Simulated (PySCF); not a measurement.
# AlH: magnetic properties

An exercise on one series of results from a longer session: the logs are not shown, and one member is left open.

Programs: PySCF 2.14.0, with routines of our own; each step states its level. All values are computed. Atoms count from 0.

## The system as given

2 atoms, charge 0, multiplicity 1; geometry from: GFN2-xTB.

Set-up of the first run:

The job: settings as JSON, then the geometry in Å.

```
{"job": {"xc": "PBE0", "basis": "def2-SVP", "d3": "d3bj", "grid": 1, "kind": "geom"}, "charge": 0, "multiplicity": 1}
Al     0.807888    -0.003064    -0.002634
H     -0.805131     0.004332    -0.011514
```

Run with:

```bash
OMP_NUM_THREADS=1 python excited_run.py task.json out
```

One launch serves the whole session: the jobs run in the order shown.

Steps of the session up to this table: Relaxing the molecule at PBE0-D3(BJ)/def2-SVP; Magnetic properties: GIAO revPBE/aug-pcSseg-2; Magnetic properties: GIAO PW91/aug-pcSseg-2; Magnetic properties: GIAO B3LYP/aug-pcSseg-2; Magnetic properties: GIAO X3LYP/aug-pcSseg-2; Magnetic properties: GIAO PBE0/aug-pcSseg-2; Magnetic properties: GIAO mPW1PW91/aug-pcSseg-2; Magnetic properties: GIAO B97-2/aug-pcSseg-2; Magnetic properties: GIAO BHandHLYP/aug-pcSseg-2; Magnetic properties: GIAO HSE06/aug-pcSseg-2; Magnetic properties: GIAO CAM-B3LYP/aug-pcSseg-2; Magnetic properties: GIAO wB97X/aug-pcSseg-2; Magnetic properties: GIAO wB97X-D/aug-pcSseg-2.

One of the session's tables, all rows but one given; the rest of the session is left out.

```
                      level  gap (eV)
   GIAO revPBE/aug-pcSseg-2      2.38
     GIAO PW91/aug-pcSseg-2      2.34
    GIAO B3LYP/aug-pcSseg-2      3.69
    GIAO X3LYP/aug-pcSseg-2      3.78
     GIAO PBE0/aug-pcSseg-2      4.00
 GIAO mPW1PW91/aug-pcSseg-2      4.02
    GIAO B97-2/aug-pcSseg-2      3.79
GIAO BHandHLYP/aug-pcSseg-2      5.57
    GIAO HSE06/aug-pcSseg-2      3.25
GIAO CAM-B3LYP/aug-pcSseg-2      6.13
    GIAO wB97X/aug-pcSseg-2         ?
  GIAO wB97X-D/aug-pcSseg-2      7.35
```

Q: Estimate the row for GIAO wB97X/aug-pcSseg-2 from the others.

**Answer.** gap (eV): 7.94. In the column «gap (eV)» it is the highest.

Limits of these values: Vibrational averaging and real surroundings are missing from these values.
